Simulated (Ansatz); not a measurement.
**C₄H₄F₂: a ladder of functionals and wavefunction methods**

An exercise on one series of results from a longer session: the logs are not shown, and one member is left open.

The runs use Ansatz 0.2.0, Gaussian basis; functionals in def2-TZVPP, the program's frozen cores in correlated methods.

The runs, in order: LDA (SPW92), PBE-D4, revPBE-D4, BLYP-D4, r2SCAN-D4, B97M-V, PBE0-D4, B3LYP-D4, r2SCANh-D4, r2SCAN0-D4, HSE06-D4, BHLYP-D4, CAM-B3LYP-D4, LC-ωPBE, ωB97X-V, ωB97M-V, B2PLYP, PBE-QIDH; CCSD(T)/def2-SVP; CCSD(T)/def2-TZVPP; MP2/def2-QZVPP; extrapolation to the limit; RPA on PBE.

**The geometry**

An earlier PBE0-D4 in a triple-zeta def2 set relaxation fixed the geometry.

SMILES `FCC#CCF`, 10 atoms, charge 0, spin multiplicity 1.

Atoms are counted from 1 here; the program's logs count them from 0.

Bond lengths: F1–C2 1.381 Å, C2–C3 1.448 Å, C2–H7 1.095 Å, C2–H8 1.095 Å, C3–C4 1.201 Å, C4–C5 1.448 Å, C5–F6 1.381 Å, C5–H9 1.095 Å, C5–H10 1.095 Å. Angles: F1–C2–C3 111.7°, F1–C2–H7 108.0°, F1–C2–H8 107.9°, C3–C2–H7 110.0°, C3–C2–H8 110.3°, H7–C2–H8 108.6°, C2–C3–C4 179.1°, C3–C4–C5 179.1°, C4–C5–F6 111.7°, C4–C5–H9 110.0°, C4–C5–H10 110.3°, F6–C5–H9 108.0°, F6–C5–H10 107.9°, H9–C5–H10 108.6°.

The first run:

File in.yaml:

```yaml
crystal:
  periodic: [false, false, false]
  atoms:
    - {symbol: F, position_ang: [1.126034, 0.310946, -2.613284]}
    - {symbol: C, position_ang: [-0.035455, 0.641589, -1.943904]}
    - {symbol: C, position_ang: [-0.003388, 0.200724, -0.564549]}
    - {symbol: C, position_ang: [0.003858, -0.163970, 0.580198]}
    - {symbol: C, position_ang: [0.030619, -0.589404, 1.964502]}
    - {symbol: F, position_ang: [-0.598906, -1.806041, 2.137547]}
    - {symbol: H, position_ang: [-0.874149, 0.172819, -2.468201]}
    - {symbol: H, position_ang: [-0.155343, 1.728400, -1.993212]}
    - {symbol: H, position_ang: [1.065616, -0.691604, 2.305643]}
    - {symbol: H, position_ang: [-0.475786, 0.145438, 2.598162]}
basis:
  gaussian: {orbitals: def2-TZVPP}
hamiltonian: {xc: lda}
output: {orbitals: {seedname: orbitals}}
```

Started as:

```bash
$ ansatz run in.yaml --threads 4 --pin off --events-out ev --progress --plain --max-ram 10444MiB
```

Steps of the session up to this table: LDA; PBE-D4 (GGA); revPBE-D4 (GGA); BLYP-D4 (GGA); r2SCAN-D4 (meta-GGA); B97M-V (meta-GGA); PBE0-D4 (hybrid); B3LYP-D4 (hybrid); r2SCANh-D4 (hybrid); r2SCAN0-D4 (hybrid); HSE06-D4 (hybrid); BHLYP-D4 (hybrid); CAM-B3LYP-D4 (range-separated); LC-ωPBE (range-separated); ωB97X-V (range-separated); ωB97M-V (range-separated); B2PLYP (double hybrid); PBE-QIDH (double hybrid).

One of the session's tables, all rows but one given; the rest of the session is left out.

It belongs to the step «Orbital energies across the functionals». 

```
  functional  HOMO (eV)  gap (eV)
 LDA (SPW92)      -7.19      5.89
      PBE-D4      -7.02      5.97
   revPBE-D4      -6.95      6.01
     BLYP-D4      -6.89      5.97
   r2SCAN-D4      -7.26      6.51
      B97M-V      -7.27      6.59
     PBE0-D4      -8.29      8.28
    B3LYP-D4      -8.07      7.80
  r2SCANh-D4      -7.74      7.35
  r2SCAN0-D4      -8.45      8.62
    HSE06-D4      -7.89      7.49
    BHLYP-D4      -9.43     10.50
CAM-B3LYP-D4          ?         ?
     LC-ωPBE     -11.07     13.39
     ωB97X-V     -10.66     12.89
     ωB97M-V     -10.54     12.59
```

**Question.** Estimate the row for CAM-B3LYP-D4.

As computed: HOMO (eV): -9.68; gap (eV): 10.77. In the column «HOMO (eV)» it lies between ωB97M-V (-10.54) and BHLYP-D4 (-9.43).
